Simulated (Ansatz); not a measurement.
**AlH4+ (triplet): wave-function methods side by side at distance Al1–H5 = 1.512 Å, cc-pVDZ**

How much of the correlation energy of AlH4+ (triplet) does each wave-function method recover here?

The runs use Ansatz 0.2.0, Gaussian basis; cc-pVDZ, core rule «outside noble gas», up to 5 orbitals frozen.

To be run: UHF; CCSD(T) on ROHF; CCSD(T) on UHF; BCCD(T) on ROHF; CISD; CCSDT(Q) on ROHF; CCSDT(Q) on UHF; CASSCF and MRCISD+Q, 4 electrons in 4 orbitals; CASSCF and NEVPT2, 4 electrons in 4 orbitals; CASSCF and MRCISD+Q, 6 electrons in 8 orbitals; CASSCF and NEVPT2, 6 electrons in 8 orbitals; Full CI.

21 further runs of the same task are left out: 12 for a known fault of the program, 8 that didn't finish, 1 set aside as unsound or not needed.

## (1) What is computed

The geometry derives from a PBE0/def2-TZVP stationary point (not a proven minimum). One bond is set to the value named and the two fragments are kept rigid.

5 atoms, charge 1, spin multiplicity 3.

Atoms are counted from 1 here; the program's logs count them from 0.

Bond lengths: Al1–H2 1.663 Å, Al1–H3 1.663 Å, Al1–H4 1.663 Å, Al1–H5 1.512 Å. Angles: H2–Al1–H3 135.7°, H2–Al1–H4 64.5°, H2–Al1–H5 135.7°, H3–Al1–H4 135.7°, H3–Al1–H5 64.5°, H4–Al1–H5 135.7°.

## (2) UHF

in.yaml reads:

```yaml
crystal:
  periodic: [false, false, false]
  atoms:
    - {symbol: Al, position_ang: [0.001875, -0.004161, -0.001841]}
    - {symbol: H, position_ang: [0.623055, 1.406268, 0.624076]}
    - {symbol: H, position_ang: [-0.623079, -1.411577, 0.627094]}
    - {symbol: H, position_ang: [-0.628020, 1.399360, -0.634539]}
    - {symbol: H, position_ang: [0.577863, -1.282664, -0.567361]}
basis:
  gaussian: {orbitals: cc-pVDZ}
total_charge: 1
magnetization: {spin_polarized: true, initial_magnetization: 2}
hamiltonian: {xc: hf}
output: {orbitals: {seedname: orbitals}}
```

Launch:

```sh
> ansatz run in.yaml --threads 1 --pin off --events-out ev --progress --plain --max-ram 2393MiB
```

The runs that follow: CCSD(T) on ROHF; CCSD(T) on UHF; BCCD(T) on ROHF; CISD; CCSDT(Q) on ROHF; CCSDT(Q) on UHF; CASSCF and MRCISD+Q, 4 electrons in 4 orbitals; CASSCF and NEVPT2, 4 electrons in 4 orbitals; CASSCF and MRCISD+Q, 6 electrons in 8 orbitals; CASSCF and NEVPT2, 6 electrons in 8 orbitals; Full CI.

Q: Predict the results of all the runs planned. Wanted: FCI below the RHF energy; RMP2 from FCI; UMP2 from FCI; RCCSD from FCI; RCCSD(T) from FCI; UCCSD(T) from FCI; RCCSDT(Q) from FCI; UCCSDT(Q) from FCI; NEVPT2 pair from FCI.

The runs gave:

| quantity | value |
| --- | --- |
| FCI below the RHF energy | -2.8663 eV |
| RMP2 from FCI | +17.15 kcal/mol |
| UMP2 from FCI | +17.67 kcal/mol |
| RCCSD from FCI | +1.55 kcal/mol |
| RCCSD(T) from FCI | +0.45 kcal/mol |
| UCCSD(T) from FCI | +0.45 kcal/mol |
| RCCSDT(Q) from FCI | +0.01 kcal/mol |
| UCCSDT(Q) from FCI | 0.00 kcal/mol |
| NEVPT2 pair from FCI | +15.64 kcal/mol |
| MRCISD+Q pair from FCI | -0.38 kcal/mol |
| NEVPT2 valence from FCI | +9.76 kcal/mol |
| levels within 1 kcal/mol (43 meV) | RCCSD(T), UCCSD(T), BCCD(T), RCCSDT, UCCSDT, RCCSDT(Q), UCCSDT(Q), MRCISD+Q pair, MRCISD+Q valence |
| T1 diagnostic | 0.031 |
| effectively unpaired electrons | 2.03 |

RCCSD(T) misses by +0.45 kcal/mol, 0.7 % of the correlation energy. MRCISD+Q pair falls below full CI: the +Q correction isn't variational, and the cores differ from full CI's. One determinant dominates. Of the multireference levels listed MRCISD+Q valence comes nearest in total energy (+0.26 kcal/mol), which doesn't show that its space is the better one. These misses are within one basis, not against nature; the frozen cores of restricted and unrestricted runs differ, which can shift their rows.
